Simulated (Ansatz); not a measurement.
Process, species as SMILES: [SiH4] (SiH4) → [SiH3-] + H+
B3LYP-D3(BJ)/def2-TZVP geometries, fixed; electronic energies without zero-point terms.
Largest species:
```xyz
5

Si     0.0000     0.0000     0.0000
H      0.8756     0.8547     0.8331
H     -0.8222    -0.8655     0.8753
H     -0.8862     0.8545    -0.8220
H      0.8328    -0.8437    -0.8864
```
Charge 0, spin multiplicity 1.

The deprotonation energy at CCSD(T) with Ansatz (a quantum-chemistry and plane-wave program), in kcal/mol, split into its Hartree-Fock and correlation parts. Cores are frozen. No added dispersion term, no relativity. Functions are those of the species that has most. These sets lack the diffuse functions that anions need.

```
basis        X  functions  Hartree-Fock  CCSD(T)
-----------  -  ---------  ------------  -------
cc-pV(D+d)Z  2         43        389.89   387.35
cc-pV(T+d)Z  3         95        389.39   383.41
cc-pV(Q+d)Z  4        184        387.77   381.05
cc-pV(5+d)Z  5        320        387.47   380.44
```

Worked estimate of the basis-set limit from each neighbouring pair, with Hartree-Fock from the larger set and the correlation part extrapolated as X^-3.
Correlation parts: X = 2: -2.54, X = 3: -5.98, X = 4: -6.72, X = 5: -7.03.
- (2,3): (27·(-5.98) - 8·(-2.54))/19 = -7.43; with Hartree-Fock 389.39 the estimate is 381.96 kcal/mol.
- (3,4): (64·(-6.72) - 27·(-5.98))/37 = -7.26; with Hartree-Fock 387.77 the estimate is 380.51 kcal/mol.
- (4,5): (125·(-7.03) - 64·(-6.72))/61 = -7.36; with Hartree-Fock 387.47 the estimate is 380.11 kcal/mol.
The last two estimates differ by 0.40 kcal/mol; the largest set lies 0.33 from the last. Over the last step Hartree-Fock moves by -0.30 and the correlation part by -0.31.
